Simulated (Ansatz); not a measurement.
`FC1(S)C=N1` + H₂ → `SC1C=N1` + H–F  (hydrogenolysis of a C–F bond)

Isolated molecules relaxed with PBE0-D4/def2-TZVP in Ansatz; ΔE leaves out vibrations. CBS: MP2 limit from def2 TZ/QZ plus the TZ coupled-cluster correction, frozen cores. This one scheme is used for every species. Functionals use def2-TZVPP. B3LYP here is the variant with VWN-RPA as its local correlation; programs differ in this. Each species was taken in one conformer, which may not be the lowest.

`FC1(S)C=N1`:

```xyz
7

F    -0.558   -1.370    0.660
C    -0.126   -0.188    0.136
S    -0.522    1.200    1.160
C     0.088   -0.114   -1.267
N     1.143   -0.291   -0.604
H     0.214    0.793    2.210
H    -0.239   -0.031   -2.295
```

H₂:

Cartesian coordinates in Å:
```
H 0.120 0.090 -0.341
H -0.120 -0.090 0.341
```

`SC1C=N1`:

Cartesian coordinates in Å:
```
S 1.481 0.026 -0.859
C -0.176 0.178 -0.233
C -0.431 0.112 1.181
N -0.781 -0.939 0.610
H 1.160 -0.628 -1.987
H -0.865 0.707 -0.884
H -0.388 0.544 2.172
```

H–F:

Cartesian coordinates in Å:
```
F -0.141 0.393 0.193
H 0.141 -0.393 -0.193
```

```
             level  ΔE (kJ/mol)  difference from CCSD(T)/CBS
            PBE-D4        -71.0                         18.0
         revPBE-D4        -70.1                         18.9
           BLYP-D4        -69.0                         20.0
          B3LYP-D4        -75.1                         13.9
        r2SCAN0-D4        -76.5                         12.5
           ωB97X-V        -70.8                         18.2
           ωB97M-V        -73.7                         15.3
              BLYP        -72.5                         16.5
           r2SCANh        -72.5                         16.5
           r2SCAN0        -76.9                         12.1
         CAM-B3LYP        -74.0                         15.0
RPA@PBE/def2-TZVPP        -81.6                          7.4
     CCSD/def2-SVP        -74.4                         14.6
     HF/def2-TZVPP        -86.2                          2.8
CCSD(T)/def2-TZVPP        -86.5                          2.5
     MP2/CBS(def2)        -94.0                         -5.0
       CCSD(T)/CBS        -89.0                            0
```

Largest T1 diagnostic among the species: 0.012.

From BLYP to BHLYP (50 % exact exchange), in def2-TZVPP and without D4, ΔE moves by −9.4 kJ/mol. Leaving LDA and LC-ωPBE aside and taking each functional with its dispersion term where it has one, the values, not all of them listed here, spread over 17.2 kJ/mol, from PBE-QIDH to r2SCAN-D4. LDA lies +7.8 kJ/mol from PBE without D4. At CCSD(T), def2-SVP lies +18.2 kJ/mol from the extrapolated value and def2-TZVPP +2.5 kJ/mol.
